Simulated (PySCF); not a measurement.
Match the calculated data to a structure.

All candidates are C5H9N2 (charge +1).

| technique | computed result |
| --- | --- |
| NMR, other nuclei | isotropic shieldings of nuclei other than C and H, by class: 70 (1 N), 75 (1 N) ppm [GIAO PBE0/pcSseg-1] |
| Rotational structure | rotational constants A, B, C: 6.519, 2.048, 1.589 GHz [GFN2-xTB] |
| 13C NMR | chemical shifts (computed TMS as zero) by class: 150.1 (1 C), 141.6 (1 C), 121.8 (1 C), 13.6 (1 C), 11.9 (1 C) ppm [GIAO PBE0/pcSseg-1] |
| 1H NMR | chemical shifts (computed TMS as zero) by class: 9.06 (1 H), 8.94 (1 H), 7.13 (1 H), 3.00 (3 H), 2.77 (3 H) ppm [GIAO PBE0/pcSseg-1] |
| UV, first state | lowest singlet excitation: 5.96 eV (208 nm, f = 0.233) [TDDFT PBE0/def2-SVPD] |
| Triplet | lowest triplet excitation (Tamm–Dancoff): 4.34 eV [TDA PBE0/def2-SVPD] |
| Polarisability | 66.7 au [PBE0/def2-SVPD] |

The electronic properties come from PySCF, for the isolated species, density fitting. Levels stand in brackets. Isolated species at its GFN2-xTB geometry, gas phase. Each NMR value is the plain mean over a class of atoms that symmetry, rotation or inversion makes alike.

Question: Which candidate is it?
A. `Cn1ccc[n+]1C`
B. `Cn1cc[n+](C)c1`
C. `Cc1c[nH+]c(C)[nH]1`
D. `N/C=C/C=C/C=[NH2+]`
E. `CC[n+]1cc[nH]c1`

Answer: C. It is `Cc1c[nH+]c(C)[nH]1`. Numbering: `[CH3:1][c:2]1[cH:3][nH+:4][c:5]([CH3:6])[nH:7]1`. 5 carbons fall into 5 classes; from least to most shielded: substituted aromatic carbon [C5] (150.1 ppm), substituted aromatic carbon [C2] (141.6 ppm), aromatic CH next to a ring nitrogen [C3] (121.8 ppm), benzylic-type carbon [C6] (13.6 ppm), benzylic-type carbon [C1] (11.9 ppm). Hydrogen classes from least to most shielded: 1 H on a three-coordinate ring nitrogen, N4 (9.06 ppm), 1 H on a ring nitrogen, N7 (8.94 ppm), 1 H on an aromatic CH next to a ring nitrogen, C3 (7.13 ppm), 3 H on a benzylic-type carbon, C6 (3.00 ppm), 3 H on a benzylic-type carbon, C1 (2.77 ppm). The other shieldings belong to: 70 ppm, ring nitrogen [N7]; 75 ppm, three-coordinate ring nitrogen [N4]. S1 is mainly HOMO→LUMO (weight 0.97); the largest Löwdin shares of the orbital it empties are 0.28 on the aromatic CH next to a ring nitrogen, 0.25 on a substituted aromatic carbon, 0.14 on a substituted aromatic carbon and 0.09 on the three-coordinate ring nitrogen, of the orbital it fills 0.33 on a substituted aromatic carbon, 0.20 on the three-coordinate ring nitrogen, 0.19 on the ring nitrogen and 0.07 on a benzylic-type carbon. The optimised geometry has point group Cs and is an asymmetric top.

The others, at the same levels:
- `N/C=C/C=C/C=[NH2+]` fails: its computed lowest singlet excitation is 4.16 eV (298 nm, f = 1.162) (against 5.96 eV), lowest triplet excitation (Tamm–Dancoff) is 2.15 eV (against 4.34 eV) and static isotropic polarisability is 105.7 au (against 66.7 au).
- `CC[n+]1cc[nH]c1` fails: its computed 13C shifts are 137.0 (1 C), 130.8 (1 C), 128.4 (1 C), 49.1 (1 C), 22.5 (1 C) ppm, 1H shifts are 9.71 (1 H), 8.03 (1 H), 7.74 (1 H), 7.67 (1 H), 4.52 (2 H), 1.86 (3 H) ppm and lowest singlet excitation is 6.37 eV (195 nm, f = 0.117) (against 5.96 eV).
- `Cn1cc[n+](C)c1` fails: it has 3 carbon classes against 5; its computed 13C shifts are 139.9 (1 C), 132.3 (2 C), 36.5 (2 C) ppm, 1H shifts are 7.65 (1 H), 7.62 (2 H), 4.22 (6 H) ppm and rotational constant A is 7.049 GHz (against 6.519 GHz).
- `Cn1ccc[n+]1C` fails: it has 3 carbon classes against 5; its computed 13C shifts are 145.7 (2 C), 118.3 (1 C), 36.1 (2 C) ppm, 1H shifts are 8.16 (2 H), 7.23 (1 H), 4.27 (6 H) ppm and lowest singlet excitation is 6.28 eV (197 nm, f = 0.147) (against 5.96 eV).

Each candidate is one conformer, not necessarily the lowest. The conformers computed, where there is a choice (atom-mapped SMILES and torsion angles):
- `[NH2:1]/[CH:2]=[CH:3]/[CH:4]=[CH:5]/[CH:6]=[NH2+:7]`: C2–C3–C4–C5 180°, C4–C5–C6–N7 180°, H–N1–C2–C3 0°, H–N1–C2–C3 180°
- `[CH3:1][CH2:2][n+:3]1[cH:4][cH:5][nH:6][cH:7]1`: C1–C2–N3–C4 86°
